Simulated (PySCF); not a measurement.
Species: C4H5NS.
Atom-mapped SMILES: `[NH2:1][c:2]1[cH:3][cH:4][s:5][cH:6]1` (hydrogens: H7, H8 on N1; H9 on C3; H10 on C4; H11 on C6)

Method: PySCF 2.14.0, LC-wPBE/6-31G* geometry optimisation, gas phase.

Q: Give the optimised bond lengths and angles.

A: 
```tsv
bond	length (Å)	order
N1–C2	1.396	single
C2–C3	1.434	aromatic
C3–C4	1.356	aromatic
C4–S5	1.708	aromatic
S5–C6	1.717	aromatic
C2–C6	1.363	aromatic
N1–H7, N1–H8	1.010	single
C3–H9	1.085	single
C4–H10	1.082	single
C6–H11	1.082	single
```

Bonds in one row agree within 0.01 Å and their mean is given. Orders are formal, as drawn. A selection of angles:
```tsv
angle	degrees
C2–N1–H7	114.0
H7–N1–H8	110.8
N1–C2–C3	122.2
N1–C2–C6	126.0
C3–C2–C6	111.7
C2–C3–C4	112.6
C2–C3–H9	123.5
C4–C3–H9	123.9
C3–C4–S5	112.1
C3–C4–H10	127.4
S5–C4–H10	120.5
C4–S5–C6	91.7
S5–C6–H11	120.5
C2–C6–S5	112.0
C2–C6–H11	127.5
```

The C–C distances run from 1.356 Å (C3–C4, aromatic) to 1.434 Å (C2–C3, aromatic), a spread of 0.078 Å. N1 (aniline-type nitrogen) is pyramidal (angles 114.0°, 113.9° and 110.8°, sum 338.7°, 0.30 Å off the plane of its three neighbours). The 6 heavy atoms lie in one plane (0.013 Å rms). The 5-membered ring C2–C3–C4–S5–C6 has internal angles of 91.7° to 112.6°; it is planar, 0.00 Å rms from its mean plane, widest ring torsion 1°.

Stationary, but not proved a minimum.
